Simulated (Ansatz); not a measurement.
A displaced shape of singlet NaH2O(+):

```xyz
4

Na   -0.0360    0.0300   -1.1156
O    -0.0050    0.0310    1.0504
H     0.0472    0.7538    1.6954
H    -0.0197   -0.7331    1.7166
```

It was optimised with HF/def2-SVP in Ansatz (development build ahead of 0.2.0) to forces under 0.001 eV/Å, with restricted orbitals. Each step stands on the lowest determinant of that kind that the program's search found.

(1) What shape does it relax to, and how does the optimisation go?

Results:

(1)

```yaml
atoms:
  - { symbol: Na, position_ang: [-0.0363, 0.0255, -1.1098] }
  - { symbol: O, position_ang: [0.0011, 0.0198, 1.1014] }
  - { symbol: H, position_ang: [0.0450, 0.7732, 1.6792] }
  - { symbol: H, position_ang: [-0.0232, -0.7368, 1.6760] }
```

Bond lengths: Na1–O2 2.211 Å, O2–H3 0.950 Å, O2–H4 0.950 Å. Angles: Na1–O2–H3 127.3°, Na1–O2–H4 127.3°, H3–O2–H4 105.3°.

```tsv
step	E − E(start) (eV)	largest force (eV/Å)
1	0.0000	3.5960
2	-0.1343	1.3077
3	-0.1515	0.2784
4	-0.1536	0.1554
5	-0.1547	0.0136
6	-0.1547	0.0021
7	-0.1547	0.0012
8	-0.1547	0.0010
```

The optimisation ended after 8 steps with its threshold met.
